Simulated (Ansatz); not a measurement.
# CH3+ (singlet): wave-function methods side by side at scale of all distances = 1.520, cc-pVDZ

Aim: climb from Hartree-Fock through coupled cluster and multireference methods for CH3+ (singlet) at one geometry and basis, and see what each rung misses.

Computed with Ansatz 0.2.0, Gaussian basis. Level: cc-pVDZ, core rule «outside noble gas», up to 1 orbitals frozen.

The runs, in order: UHF; CCSD(T) on RHF; BCCD(T) on RHF; CISD; CCSDT(Q) on RHF; CCSDTQ on RHF; CASSCF and MRCISD+Q, 2 electrons in 2 orbitals; CASSCF and NEVPT2, 2 electrons in 2 orbitals; CASSCF and MRCISD+Q, 6 electrons in 7 orbitals; CASSCF and NEVPT2, 6 electrons in 7 orbitals; Full CI.

13 further runs of the same task are left out: 1 for a mislabelled method, 9 that didn't finish, 3 set aside as unsound or not needed.

## (1) The system

The geometry derives from a PBE0/def2-TZVP stationary point (not a proven minimum). All distances are scaled together.

4 atoms, charge 1, spin multiplicity 1.

Atoms are counted from 1 here; the program's logs count them from 0.

No contacts short enough for the rule that draws bonds.

Geometry (Å):

```xyz
4

C     0.0000    0.0000    0.0000
H     1.6616    0.0211   -0.0004
H    -0.8491    1.4284   -0.0043
H    -0.8125   -1.4495    0.0046
```

## (2) UHF

The input, in.yaml:

```yaml
crystal:
  periodic: [false, false, false]
  atoms:
    - {symbol: C, position_ang: [0.000000, 0.000000, 0.000000]}
    - {symbol: H, position_ang: [1.661591, 0.021124, -0.000355]}
    - {symbol: H, position_ang: [-0.849090, 1.428411, -0.004260]}
    - {symbol: H, position_ang: [-0.812501, -1.449535, 0.004614]}
basis:
  gaussian: {orbitals: cc-pVDZ}
total_charge: 1
magnetization: {spin_polarized: true, initial_magnetization: 0}
hamiltonian: {xc: hf}
output: {orbitals: {seedname: orbitals}}
```

Command:

```sh
ansatz run in.yaml --threads 1 --pin off --events-out ev --progress --plain --max-ram 2393MiB
```

The runs that follow: CCSD(T) on RHF; BCCD(T) on RHF; CISD; CCSDT(Q) on RHF; CCSDTQ on RHF; CASSCF and MRCISD+Q, 2 electrons in 2 orbitals; CASSCF and NEVPT2, 2 electrons in 2 orbitals; CASSCF and MRCISD+Q, 6 electrons in 7 orbitals; CASSCF and NEVPT2, 6 electrons in 7 orbitals; Full CI.

Q: Predict the results of all the runs planned. Wanted: FCI below the RHF energy; RMP2 from FCI; RCCSD from FCI; RCCSD(T) from FCI; RCCSDT(Q) from FCI; NEVPT2 pair from FCI; NEVPT2 valence from FCI; MRCISD+Q valence from FCI; T1 diagnostic.

The runs gave:

```
                         quantity                                         value
         FCI below the RHF energy                                    -4.8375 eV
                    RMP2 from FCI                               +26.16 kcal/mol
                   RCCSD from FCI                                +4.64 kcal/mol
                RCCSD(T) from FCI                                +1.12 kcal/mol
               RCCSDT(Q) from FCI                                +0.06 kcal/mol
             NEVPT2 pair from FCI                               +22.81 kcal/mol
          NEVPT2 valence from FCI                                +7.55 kcal/mol
        MRCISD+Q valence from FCI                                +0.33 kcal/mol
levels within 1 kcal/mol (43 meV)  RCCSDT, RCCSDT(Q), RCCSDTQ, MRCISD+Q valence
                    T1 diagnostic                                         0.016
   effectively unpaired electrons                                          0.18
```

In words: RCCSD(T) misses by +1.12 kcal/mol, 1.0 % of the correlation energy. One determinant dominates. Of the multireference levels listed MRCISD+Q valence comes nearest in total energy (+0.33 kcal/mol), which doesn't show that its space is the better one. These misses are within one basis, not against nature.
